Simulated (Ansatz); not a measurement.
## Pulling the pair apart

The pair of SiH$_{4}$ (SMILES [SiH4], atoms 1–5) and SiH$_{3}$Cl (SMILES [SiH3]Cl, atoms 6–10), both closed shells, in one local arrangement (a lower one may exist), relaxed at PBE0-D4/def2-TZVP:

| atom | x (Å) | y (Å) | z (Å) |
| --- | --- | --- | --- |
| Si1 | 0.0659 | 0.0798 | -2.0425 |
| H2 | -1.3208 | 0.5247 | -2.3236 |
| H3 | 0.0423 | -1.0502 | -1.0775 |
| H4 | 0.8530 | 1.2003 | -1.4702 |
| H5 | 0.7061 | -0.3775 | -3.3030 |
| Si6 | 0.0208 | -0.1545 | 2.0967 |
| Cl7 | -1.3883 | 1.0715 | 1.2372 |
| H8 | 0.0491 | 0.1245 | 3.5507 |
| H9 | 1.3362 | 0.1427 | 1.4862 |
| H10 | -0.3642 | -1.5616 | 1.8459 |

SiH$_{3}$Cl is shifted rigidly along the line between the mean atom positions of the two fragments (negative: closer). Counterpoise interaction energies in kcal/mol. Program: Ansatz 0.2.0. Basis: def2-TZVPPD. Cores are frozen in the correlated methods. B3LYP uses VWN-RPA correlation.

```csv
shift (Å),MP2,PBE0-D4,B3LYP-D4
-0.37,-0.35,-1.16,-0.81
-0.19,-1.04,-1.67,-1.53
0.00,-1.27,-1.80,-1.75
0.19,-1.27,-1.73,-1.70
0.45,-1.10,-1.49,-1.43
0.93,-0.71,-0.98,-0.86
1.86,-0.27,-0.36,-0.29
3.72,-0.05,-0.05,-0.05
```

Problem. What does CCSD(T) give at these shifts? (An estimate is asked for; the value comes from the calculation.)

Solution. The calculation gives: -0.17, -0.91, -1.19, -1.21, -1.07, -0.70, -0.26, -0.05 kcal/mol. For zero shift, CCSD(T) at an estimated basis limit (MP2 extrapolated from triple and quadruple zeta, plus CCSD(T) − MP2 in triple zeta) gives -1.57 kcal/mol. These are counterpoise interaction energies, counted from the two frozen fragments.

T1 diagnostic: at most 0.010.

For scale, one of the runs: CCSD(T)/def2-TZVPPD, 266 basis functions, launched by `ansatz run in.yaml --threads 4 --pin off --events-out ev --progress --plain --max-ram 9574MiB`. Hardware: 4 CPU threads of an Intel Xeon Platinum 8259CL, shared host. Wall time 80 s; peak host memory 5.9 GiB.
